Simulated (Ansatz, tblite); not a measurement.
**(H3Si)2CH2 (CH₈Si₂): one state, many levels**

One table from this session's results is given with a row withheld; the runs are named, their logs left out.

Program: Ansatz 0.2.0, Gaussian basis. Level of theory: as each input shows. These are calculated values, not measurements.

Plan: GFN1-xTB, GFN2-xTB, PBE-D4/def2-TZVP, r2SCAN-D4/def2-TZVP, LDA/def2-TZVP, revPBE-D4/def2-TZVP, LC-ωPBE/def2-TZVP, B97M-V/def2-TZVP, B3LYP-D4/def2-TZVP, PBE-QIDH/def2-TZVP, ωB97M-V/def2-TZVP, PBE-D4/def2-SVP, PBE0-D4/def2-SVP, HF/6-31G, B3LYP-D4/6-31G, PBE0-D4/def2-TZVPD, PBE-D4/def2-TZVPD, r2SCAN-D4/def2-TZVPD, CCSD(T)/def2-TZVPP, MP2/def2-TZVP, RPA/def2-TZVP.

**The geometry**

The geometry is that of the singlet, from an earlier relaxation (PBE-D4/def2-SVP).

11 atoms, charge 0, spin multiplicity 1.

Bond lengths: Si1–H2 1.506 Å, Si1–H3 1.506 Å, Si1–H4 1.506 Å, Si1–C5 1.893 Å, C5–Si6 1.893 Å, C5–H10 1.112 Å, C5–H11 1.112 Å, Si6–H7 1.506 Å, Si6–H8 1.506 Å, Si6–H9 1.506 Å. Angles: H2–Si1–H3 108.5°, H2–Si1–H4 108.5°, H2–Si1–C5 111.2°, H3–Si1–H4 108.4°, H3–Si1–C5 110.2°, H4–Si1–C5 110.1°, Si1–C5–Si6 114.6°, Si1–C5–H10 108.8°, Si1–C5–H11 108.7°, Si6–C5–H10 108.7°, Si6–C5–H11 108.8°, H10–C5–H11 107.0°, C5–Si6–H7 110.1°, C5–Si6–H8 110.2°, C5–Si6–H9 111.2°, H7–Si6–H8 108.4°, H7–Si6–H9 108.5°, H8–Si6–H9 108.5°.

Geometry (Å):

```xyz
11

Si   -0.93118   -1.26067    0.37334
H    -1.58739   -1.77312    1.62794
H     0.00145   -2.32318   -0.14478
H    -1.99931   -1.02199   -0.66058
C     0.02291    0.34090    0.70398
Si    0.91719    1.05097   -0.80622
H     1.93926    0.06774   -1.31170
H    -0.06758    1.32228   -1.91248
H     1.62035    2.33867   -0.46767
H     0.76998    0.15427    1.50564
H    -0.68568    1.10413    1.09255
```

PBE0-D4/def2-TZVP was run before; its log isn't repeated, and its numbers join the tables.

The first run:

Tight binding, by tblite at 300 K electronic temperature and without a spin-polarisation term:

```python
tblite.interface.Calculator('GFN1-xTB', numbers, positions, charge=0, uhf=0).singlepoint()
```

Tight binding, by tblite at 300 K electronic temperature and without a spin-polarisation term:

```python
tblite.interface.Calculator('GFN2-xTB', numbers, positions, charge=0, uhf=0).singlepoint()
```

start.molden holds the orbitals of an earlier run on this state, given as this run's starting guess.

in.yaml

```yaml
crystal:
  periodic: [false, false, false]
  atoms:
    - {symbol: Si, position_ang: [-0.931177, -1.260672, 0.373342]}
    - {symbol: H, position_ang: [-1.587389, -1.773117, 1.627937]}
    - {symbol: H, position_ang: [0.001455, -2.323176, -0.144777]}
    - {symbol: H, position_ang: [-1.999308, -1.021992, -0.660582]}
    - {symbol: C, position_ang: [0.022907, 0.340903, 0.703978]}
    - {symbol: Si, position_ang: [0.917192, 1.050967, -0.806224]}
    - {symbol: H, position_ang: [1.939256, 0.067744, -1.311701]}
    - {symbol: H, position_ang: [-0.067583, 1.322276, -1.912479]}
    - {symbol: H, position_ang: [1.620349, 2.338668, -0.467674]}
    - {symbol: H, position_ang: [0.769976, 0.154275, 1.505640]}
    - {symbol: H, position_ang: [-0.685678, 1.104134, 1.092550]}
basis:
  gaussian: {orbitals: def2-TZVP, initial_orbitals: start.molden}
hamiltonian: {xc: pbe, dispersion: d4}
scf: {omitted_lower_state_checks: [starts]}
output: {forces: true, orbitals: {seedname: orbitals}}
```

Launch:

```sh
$ ansatz run in.yaml --threads 4 --pin off --events-out ev --progress --plain --max-ram 3916MiB
```

Among the steps run: PBE-D4/def2-TZVP; r2SCAN-D4/def2-TZVP; LDA/def2-TZVP; revPBE-D4/def2-TZVP; LC-ωPBE/def2-TZVP; B97M-V/def2-TZVP; B3LYP-D4/def2-TZVP; PBE-QIDH/def2-TZVP; ωB97M-V/def2-TZVP; PBE-D4/def2-SVP; PBE0-D4/def2-SVP; HF/6-31G; B3LYP-D4/6-31G; PBE0-D4/def2-TZVPD; PBE-D4/def2-TZVPD; r2SCAN-D4/def2-TZVPD; CCSD(T)/def2-TZVPP; MP2/def2-TZVP; RPA/def2-TZVP.

One table of the session follows, with a row left open; its other results are not shown here.

It belongs to the step «Levels side by side». 

```
               level  HOMO (eV)  LUMO (eV)  gap (eV)
            HF/6-31G     -11.64       3.68     15.32
       LDA/def2-TZVP      -7.60      -0.80      6.80
     PBE-D4/def2-SVP      -7.51      -0.15      7.36
    PBE-D4/def2-TZVP      -7.54      -0.59      6.95
   PBE-D4/def2-TZVPD          ?          ?         ?
 revPBE-D4/def2-TZVP      -7.50      -0.49      7.01
 r2SCAN-D4/def2-TZVP      -7.83      -0.13      7.70
r2SCAN-D4/def2-TZVPD      -7.82      -0.30      7.53
    B97M-V/def2-TZVP      -7.97      -0.52      7.45
      B3LYP-D4/6-31G      -8.49       0.59      9.09
  B3LYP-D4/def2-TZVP      -8.57      -0.02      8.55
    PBE0-D4/def2-SVP      -8.79       0.67      9.46
   PBE0-D4/def2-TZVP      -8.78       0.20      8.98
  PBE0-D4/def2-TZVPD      -8.78      -0.09      8.68
   LC-ωPBE/def2-TZVP     -11.49       2.27     13.75
   ωB97M-V/def2-TZVP     -10.96       1.72     12.68
```

Q: Estimate the row for PBE-D4/def2-TZVPD from the others.

The run gave: HOMO (eV): -7.55; LUMO (eV): -0.82; gap (eV): 6.73. In the column «HOMO (eV)» it lies between LDA/def2-TZVP (-7.60) and PBE-D4/def2-TZVP (-7.54).
